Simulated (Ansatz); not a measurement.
## NO⁺, singlet: the ladder up to RCCSDTQ

Geometry: a PBE0/def2-TZVP stationary point for this spin.

```xyz
2

N     0.0000    0.0000    0.0000
O     0.0000    0.0000    1.0537
```

Basis cc-pVDZ; Ansatz 0.2.0. Correlated methods freeze the noble-gas cores, which leaves 10 electrons in 26 orbitals. Prefix R: restricted or restricted open-shell reference. Active spaces: valence = (10e, 8o) chosen from the atoms' valence shells.

Full CI isn't at hand for all of this; RCCSDTQ serves as the reference, and is uncertain by about the last step of the cluster series.

* UHF ⟨S²⟩: 0.000
* T1 diagnostic (RCCSD): 0.0167
* largest doubles amplitude (RCCSD): 0.105

```tsv
level	E − E(RHF) (eV)
RMP2	-9.0774
RCCSD	-9.0380
RCCSD(T)	-9.3806
```

Estimate how far RCCSDTQ in cc-pVDZ lies from RCCSD(T). The table doesn't fix it; the size of (T) and the diagnostics are the guide.

RCCSDTQ in cc-pVDZ lies 4.7 kJ/mol below RCCSD(T), which is 14 % of the (T) step (-33.1 kJ/mol). The diagnostics are small and the rest is a small part of (T), but (T) is large here. The miss exceeds 1 kcal/mol.

The other levels:

```csv
level,E − E(RCCSDTQ) (kJ/mol),share of correlation (%),wall time
CISD,94.9,89.57,2.6 s
BCCD(T),4.7,99.49,3.7 s
RCCSDT,4.2,99.54,–
RCCSDT(Q),-0.7,100.08,15 s
CASSCF (valence space),454.4,50.06,–
NEVPT2 (valence space),80.2,91.18,8 s
MRCISD (valence space),17.9,98.03,–
MRCISD+Q (valence space),0.4,99.96,25 s
```

The correlation energy at RCCSDTQ, counted from RHF, is -9.430 eV. That run took 3.6 min on 1 thread of Intel Xeon, shared host.

Times hold each run's SCF and search for its determinant on a shared host, so for small cases they say little of a method's own cost; they ran on 1 thread of Intel Xeon.

Natural occupations of CASSCF (valence space) about the gap: 1.997 1.988 1.980 1.940 1.940 0.067 0.067 0.021; effectively unpaired electrons, Σ n²(2−n)², 0.06.
